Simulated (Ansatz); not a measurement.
# Rock-salt ZrC

Method: r²SCAN (plane waves, PAW; Ansatz, an electronic-structure program).

Run with plane-wave cutoff 600 eV, 16×16×16 k mesh, Fermi–Dirac smearing 0.1 eV, finite displacements, force constants from a 4×4×4 q mesh, scalar-relativistic PAW data made under PBE.

Cell: relaxed at this level.

zone-centre TO phonon frequency: 406 cm⁻¹
zero-point energy: 0.069 eV/atom

It cost very roughly 50 core-minutes of CPU time.
